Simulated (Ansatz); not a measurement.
C4H8, SMILES `C1CCC1` (charge 0, multiplicity 1).

Computed with Ansatz (a first-principles code) with r2SCAN0/cc-pVTZ // PBE0-D3(BJ)/def2-TZVP.

Ansatz 0.2 input:
```yaml
crystal:
  periodic: [false, false, false]
  atoms:
    - { symbol: C, position_ang: [-0.969407, -0.465069, 0.116979] }
    - { symbol: C, position_ang: [-0.35592, 0.900895, 0.481077] }
    - { symbol: C, position_ang: [0.877458, 0.51951, -0.360418] }
    - { symbol: C, position_ang: [0.44787, -0.955336, -0.237637] }
    - { symbol: H, position_ang: [-1.597845, -0.392328, -0.773716] }
    - { symbol: H, position_ang: [-1.521561, -1.003094, 0.889025] }
    - { symbol: H, position_ang: [-0.109305, 0.953717, 1.544071] }
    - { symbol: H, position_ang: [-0.907034, 1.801722, 0.206883] }
    - { symbol: H, position_ang: [1.862726, 0.8011, 0.014217] }
    - { symbol: H, position_ang: [0.781094, 0.875905, -1.388651] }
    - { symbol: H, position_ang: [0.565868, -1.599727, -1.110126] }
    - { symbol: H, position_ang: [0.926056, -1.437293, 0.618295] }
basis:
  gaussian: { orbitals: cc-pVTZ }
hamiltonian:
  xc: r2scan0
```

Output:

```
Functional definition: r2SCAN0
1172 factors; their error is unknown
mean field evaluation 1: about -4268.5191 eV, gradient 5.7e1 eV
mean field evaluation 2: about -4264.9925 eV, gradient 6.9e1 eV
mean field evaluation 4: about -4276.3197 eV, gradient 6.3e-1 eV
mean field evaluation 8: about -4276.3091 eV, gradient 2.7e-3 eV
mean field -4276.30913389 eV, -157.1514620839 hartree, gradient 1.0e-5 eV, S^2 0.000000; 0 other end points of the search recorded, 0 dependent functions left out
reference -4276.30914289 eV, -157.1514624146 hartree; 16, 16 occupied and 216, 216 virtual orbitals, 1172 factors
Total energy: -4276.30914289 eV, -157.1514624146 hartree
```
